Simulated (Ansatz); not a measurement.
Born–Oppenheimer molecular dynamics of BFH2O (5 atoms, charge 0, multiplicity 1). It starts from a relaxed structure.

The calculation used Ansatz 0.2.0, RKS B3LYP/def2-mTZVP.

```
ensemble        : NVT, Langevin thermostat
time step       : 0.5 fs
steps asked     : 100
set temperature : 400 K
friction        : 0.005 /fs
masses          : H 10 u
seed            : 546371
```

First frame:

```xyz
5
Properties=species:S:1:pos:R:3
B 0.004 -0.081 -0.034
H -0.032 -0.124 1.155
F 1.150 0.224 -0.637
O -1.064 -0.325 -0.823
H -1.867 -0.541 -0.332
```

(1) How far do the bonds stretch over the last three quarters of this one trajectory? (Pairs bonded in most of those frames.)

Results:

(1) 
```csv
bond,mean (Å),spread (Å),shortest,longest
B1–H2,1.195,0.011,1.18,1.21
B1–F3,1.346,0.035,1.28,1.39
B1–O4,1.353,0.027,1.32,1.40
O4–H5,0.967,0.010,0.95,0.99
```

Mean temperature of the second half: 154 K. The mean temperature of the second half is 62 % below the set value. A run of 0.05 ps of so small a system gives no equilibrium averages.

Time of the run: 3.1 min on 1 thread of Intel(R) Xeon(R) Platinum 8259CL CPU @ 2.50GHz (Skylake/Cascade Lake), with other jobs on the host, peak memory 0.13 GiB.
